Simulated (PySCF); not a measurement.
**Name the molecule from its bond curve**

A diatomic of charge +1 contains C. Its doublet curve at PBE0 in a double-zeta basis (spin-free X2C with a Gaussian nucleus, PySCF), in eV from the separated fragments:

R (Å), E (eV) and a bar:
```
    0.965     -5.903 ########################
    1.010     -7.222 ###########
    1.055     -7.962 ###
    1.088     -8.226 #
    1.122     -8.297 
    1.156     -8.216 #
    1.200     -7.930 ####
    1.257     -7.373 #########
    1.324     -6.534 ##################
    1.414     -5.311 ##############################
```

The fit gives ωe = 2323 cm⁻¹ and the rotational constant Bₑ = 1.962 cm⁻¹.

Question: Which atom is the partner?

Answer: The minimum lies at 1.120 Å, so the reduced mass is 16.8576 u Å² cm⁻¹/(Bₑ·Re²) = 6.850 u. With C at 12.00 u the partner weighs about 16.0 u: O. The molecule is CO⁺.

The state is the lowest determinant that a PBE0 search found; another state may lie lower at other levels.
